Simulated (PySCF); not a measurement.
Compound: CH3NO.
Cartesian coordinates in Å at the PBE0-D3(BJ)/def2-SVP level; atoms count from 1:
```
atom  x, y, z in Å
C1    -0.409    0.033    0.043
N2     0.921   -0.561    0.211
O3     1.780   -0.016   -0.413
H4    -0.751    0.340    1.044
H5    -1.084   -0.770   -0.293
H6    -0.394    0.879   -0.661
```

Theory: core-valence-separated Tamm–Dancoff BHandHLYP/aug-pcX-1 (pcseg-1 on H) in PySCF, non-relativistic, gas phase, PBE0-D3(BJ)/def2-SVP geometry. The energies are unshifted.

(1) What does the N 1s absorption edge look like?

(2) List the oxygen K-edge absorption lines.

(3) What does the C 1s absorption edge look like?

## Answers

(1) 
```csv
E (eV),f,core hole on,main final orbital
396.06,0.0823,N2,LUMO (94 %)
404.34,0.0063,N2,LUMO+2 (54 %)
404.45,0.0309,N2,LUMO+1 (62 %)
405.42,0.0006,N2,LUMO+3 (91 %)
405.52,0.0008,N2,LUMO+4 (61 %)
405.97,0.0095,N2,LUMO+5 (49 %)
406.30,0.0109,N2,LUMO+6 (43 %)
```

The first line with a tenth or more of the strongest one's intensity is at 396.06 eV (f = 0.082), with the hole on N2 (nitroso nitrogen). It is also the strongest listed.

(2) 
| E (eV) | f | core hole on | main final orbital |
| --- | --- | --- | --- |
| 527.84 | 0.0612 | O3 | LUMO (94 %) |
| 535.76 | 0.0023 | O3 | LUMO+4 (52 %) |
| 536.51 | 0.0031 | O3 | LUMO+1 (57 %) |
| 536.78 | 0.0022 | O3 | LUMO+3 (85 %) |
| 536.84 | 0.0005 | O3 | LUMO+2 (52 %) |
| 537.24 | 0.0103 | O3 | LUMO+5 (66 %) |
| 538.09 | 0.0085 | O3 | LUMO+6 (79 %) |

The first line with a tenth or more of the strongest one's intensity is at 527.84 eV (f = 0.061), with the hole on O3 (nitroso oxygen). It is also the strongest listed.

(3) 
```tsv
E (eV)	f	core hole on	main final orbital
284.06	0.0004	C1	LUMO (99 %)
286.31	0.0232	C1	LUMO+1 (60 %)
287.08	0.0392	C1	LUMO+3 (59 %)
287.18	0.0153	C1	LUMO+2 (55 %)
287.24	0.0298	C1	LUMO+4 (40 %)
288.63	0.0051	C1	LUMO+4 (41 %)
288.82	0.0044	C1	LUMO+9 (49 %)
```

The first line with a tenth or more of the strongest one's intensity is at 286.31 eV (f = 0.023), with the hole on C1 (N-methyl carbon). The strongest listed is at 287.08 eV (f = 0.039; C1).

Roots within 0.03 eV whose holes lie on the same, on equivalent or on shared atoms are summed into one line, and the highest roots are left out, as the search may have cut off their partners. Final orbitals are the ground state's empty Kohn–Sham orbitals.

**Question.** What length of transition dipole belongs to the line at 406.30 eV?

**Answer.** From f = (2/3) ΔE |μ|² in atomic units, with ΔE = 14.931 Eh and f = 0.0109: |μ| = 0.033 au = 0.08 D.

Only the lowest roots of each edge were sought.

The run took about 4 s of CPU time (one thread, shared machine).
